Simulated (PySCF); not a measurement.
Molecule: `O[SiH2]O`, H4O2Si.

Geometry (Å), atoms numbered from 1 in this order:
```xyz
7

O     1.0604   -0.7341   -0.1595
Si   -0.0694    0.4268    0.0537
O    -1.4923   -0.3143   -0.1496
H     1.9857   -0.5223   -0.1027
H     0.0192    1.4513   -0.9777
H     0.0342    0.9631    1.4092
H    -1.5345   -1.2656   -0.1005
```

Frames of a GFN2-xTB Langevin trajectory at 300 K; GIAO PBE0/pcSseg-1 shieldings in PySCF, gas phase, non-relativistic; equivalent atoms averaged within each frame.

References, each an isolated molecule treated in the same way: ¹⁷O (σ = 336.08 ppm) against H2O; TMS for ²⁹Si (σ = 349.16 ppm), ¹H (σ = 31.72 ppm). The references are static minima.

How do the shifts (ppm) fluctuate along the trajectory?

## Answers


```
         time (fs)  O1/O3    Si2  H5/H6  H4/H7
optimised geometry   30.5  -27.7   5.16   1.26
               250   45.8  -16.5   5.23   1.42
               425   25.7  -28.8   5.43   0.66
               625   38.2  -24.5   5.26   0.81
               800   38.8  -34.0   4.84   0.67
              1000   37.3  -25.2   5.23   0.95
    mean of frames   37.1  -25.8   5.20   0.90
standard deviation    7.2    6.4   0.22   0.31
```

5 frames give an uncertainty of the mean of about the standard deviation over 2.2 at best, since frames this close in time may not be independent; classical motion lacks zero-point vibration, and the reference would need the same averaging.
